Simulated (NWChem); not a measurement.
# How the cost of CAM-B3LYP grows with the basis: CH3F (fluoromethane)

CH3F: 5 atoms, total charge 0, spin state singlet. SMILES: `CF`. The shape is that of a PBE0-D4/def2-TZVP optimisation.

CAM-B3LYP, gradient, NWChem 7.3.0, on 1 thread of Intel Xeon Platinum 8259CL at 2.50GHz (Skylake/Cascade Lake), shared host. N is the number of basis functions, t the processor time.

| basis | N | t (s) | ln N | ln t |
| --- | --- | --- | --- | --- |
| 3-21G | 24 | 4.5 | 3.178 | 1.504 |
| 6-31G(d) | 34 | 9.9 | 3.526 | 2.293 |
| 6-31G(d,p) | 43 | 14 | 3.761 | 2.639 |
| 6-311G(d,p) | 54 | 27 | 3.989 | 3.296 |
| 6-311G(2df,2pd) | 102 | ? | 4.625 | ? |

Q: Fit t = C·Nᵖ to the known rows and estimate the time in 6-311G(2df,2pd).

A: 
1. Means of the 4 rows: ln N = 3.61350, ln t = 2.4330.
2. Σ(Δln N)² = 0.36007, Σ(Δln N·Δln t) = 0.77127, so the slope is 0.77127/0.36007 = 2.142.
3. Intercept: 2.4330 − (2.142) × 3.61350 = -5.3071. The largest residual of the fit is 0.110.
4. ln t = -5.3071 + 2.142 × 4.625, so t ≈ 99 s.

The run took 230 s, so the estimate is too short by a factor of about 2.3. The fitted power is 2.1, with the electron count fixed. Fixed start-up costs flatten the line at the short runs, so it runs low for the long one.
